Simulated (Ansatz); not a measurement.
Ideal-gas functions of C2H2N2O, SMILES `c1nnco1` at 800 K and 1 bar, from an Ansatz frequency run at PBE0-D4/def2-TZVP.

Molar mass 70.05 g/mol, point group C2v (symmetry number 2), electronic degeneracy 1, moments of inertia 48.076, 48.723, 96.799 u Å². Harmonic wavenumbers (cm⁻¹, unscaled): 655, 687, 854, 880, 963, 965, 1033, 1132, 1135, 1241, 1320, 1567, 1589, 3299, 3305.

Use S(trans) = R[1.5 ln M + 2.5 ln T − 1.1517]; rotational temperatures θ = 24.2544 K / I; S(rot) = R[ln(√π/σ · √(T³/θAθBθC)) + 1.5]; for each mode x = 1.438777 ν̃/T, S = R[x/(eˣ − 1) − ln(1 − e⁻ˣ)] and H = RT x/(eˣ − 1); 1 cm⁻¹ = 0.0119627 kJ/mol; R = 8.31446 J/(mol·K).

**Question.** By hand: the entropy, in J/(mol·K).

**Answer.** Translation 182.4. Rotation: θ = 0.5045, 0.4978, 0.2506 K, giving 106.3. Vibration, mode by mode: 7.42, 7.07, 5.52, 5.31, 4.71, 4.70, 4.27, 3.71, 3.69, 3.18, 2.84, 2.00, 1.94, 0.15, 0.15, in all 56.6. Electronic 0.0. Sum 345.3 J/(mol·K).

**Question.** By hand: H − E and G − E in kJ/mol, counted from the electronic energy.

**Answer.** Zero-point energy ½ × 20625 × 0.0119627 = 123.4; thermal vibration 29.6; translation, rotation and pV give 4 RT = 26.6. H − E = 179.6 kJ/mol, and G − E = 179.6 − 800 × 345.3/1000 = -96.6 kJ/mol.

Vibration gives 16 % of the entropy.
